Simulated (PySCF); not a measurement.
Electron attachment to isopropoxy

Parent: isopropoxy, `CC(C)[O]` (C3H7O•, doublet). Optimised structure (Å), atoms numbered from 1:
```
C    -1.1941   -0.5043    0.1393
C    -0.1238    0.5545   -0.1193
C     1.3042    0.0152   -0.0584
O    -0.3002    1.6816    0.6197
H    -1.0824   -0.9103    1.1565
H    -1.1081   -1.3387   -0.5723
H    -2.1977   -0.0654    0.0526
H    -0.2879    0.9510   -1.1572
H     1.5177   -0.3687    0.9511
H     1.4481   -0.8083   -0.7734
H     2.0273    0.8115   -0.2837
```

Level of theory: ωB97X-D3(BJ)/ma-def2-TZVP single points in PySCF, grid level 2; every species was optimised with PBE0-D3(BJ)/ma-def2-SVP. The prefix ma- adds one diffuse s and one diffuse p function on all atoms but H. ωB97X-D3(BJ) is ωB97X-V with D3(BJ) in place of VV10. Thermal corrections: PBE0-D3(BJ)/ma-def2-SVP frequencies, unscaled, ideal gas at 298.15 K and 1 bar, quasi-RRHO entropy.

Frontier levels of the parent: HOMO -10.15 eV, LUMO -1.26 eV.

Reduction to the singlet anion:
| Item | Value |
| --- | --- |
| Vertical electron affinity (electronic) | 1.47 eV |
| Adiabatic electron affinity (with zero-point energy) | 1.69 eV |
| Adiabatic, electronic part | 1.65 eV |
| Vertical gap at the product's structure | 1.87 eV |
| Inner reorganisation energy (four-point) | 401 meV |
| Relaxation of product / of parent | 186 / 215 meV |
| Largest changes of atomic charge | O4 -0.62, H (on C2) -0.18 |
| Distances that move most (Å) | C2–O4 1.359 → 1.325; C2–C3 1.528 → 1.555; C1–C2 1.528 → 1.555; C2–H 1.123 → 1.149 |
| Potential in THF | 4.07 V absolute, -0.67 V against Fc+/Fc computed at 4.74 V (solvation -13 → -245 kJ/mol) |

Vertical electron affinity to the triplet anion: -1.07 eV. The extra electron is not bound at this structure, the number hangs on the basis, and the ion was not relaxed.

Solvents are IEF-PCM continua (electrostatics only, gas-phase structures); absolute potentials refer to an electron at rest in vacuum. Fc+/Fc in THF, 4.74 V, is ωB97X-D3(BJ)/ma-def2-TZVP on PBE0-D3(BJ)/def2-SVP structures with GFN2-xTB thermal terms. Benchmark calculations put it near 5.0 V in acetonitrile and DMSO, so it is about 0.3 V low, and the value against it can read up to that much too high.

Measured values (NIST Chemistry WebBook, evaluated or the median of agreeing entries): adiabatic electron affinity 1.86 eV (computed 1.69, difference -0.16).

Differences come from unrounded values, so a last digit can differ from that of the printed terms.
